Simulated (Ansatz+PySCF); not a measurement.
The numbers below are computed, except where a source is named.
This PySCF input gave a total energy of -342.34597 hartree.

```python
from pyscf import gto, scf

mol = gto.M(atom="""
P 0.000000 0.000000 0.140590
H 1.292250 0.000000 -0.702960
H -0.646120 1.119120 -0.702960
H -0.646120 -1.119120 -0.702960
""", basis='def2-svp', charge=0, spin=0)
mf = scf.UHF(mol)
mf.init_guess = '1e'
mf.kernel()
while True:  # follow internal instabilities
    mo, _, stable, _ = mf.stability(return_status=True)
    if stable: break
    mf.kernel(mf.make_rdm1(mo, mf.mo_occ))
print(mf.converged, mf.e_tot, mf.spin_square()[0])
```

Question: Write an input for Ansatz with the same method and basis set.

Answer:

```yaml
crystal:
  periodic: [false, false, false]
  atoms:
    - { symbol: P, position_ang: [0.0, 0.0, 0.14059] }
    - { symbol: H, position_ang: [1.29225, 0.0, -0.70296] }
    - { symbol: H, position_ang: [-0.64612, 1.11912, -0.70296] }
    - { symbol: H, position_ang: [-0.64612, -1.11912, -0.70296] }
basis:
  gaussian: { orbitals: def2-SVP }
magnetization:
  spin_polarized: true
hamiltonian:
  xc: hf
```

Ansatz (development build ahead of 0.2.0) gave -342.34597 hartree, 0.03 meV from the first.
